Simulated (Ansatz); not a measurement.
A run of Ansatz (development build ahead of 0.2.0) on singlet HF2(-) at this shape:

```xyz
3

F     0.0000    0.0000   -1.0523
H     0.0000    0.0000    0.0000
F     0.0000    0.0000    1.0523
```

Its results:

```json
{
  "Converged": "yes",
  "Reference energy": "-199.46630 hartree",
  "Correlation energy": "-0.39925 hartree",
  "Total energy": "-199.86555 hartree",
  "Spin squared of the determinant": "0.000"
}
```

(1) Which input gives this output? Name the method, the orbitals and the basis set, and write the input.

## Answers

(1) RHF-MP2 in cc-pVDZ. An unrestricted run that stays on the closed shell gives the same numbers.

```yaml
crystal:
  periodic: [false, false, false]
  atoms:
    - { symbol: F, position_ang: [0.0, 0.0, -1.05235] }
    - { symbol: H, position_ang: [0.0, 0.0, 0.0] }
    - { symbol: F, position_ang: [0.0, 0.0, 1.05235] }
basis:
  gaussian: { orbitals: cc-pVDZ }
total_charge: -1
hamiltonian:
  xc: hf
correlation:
  method: mp2
  frozen_orbitals: { F: 1, H: 0 }
```

Caution: no diffuse functions for an anion.
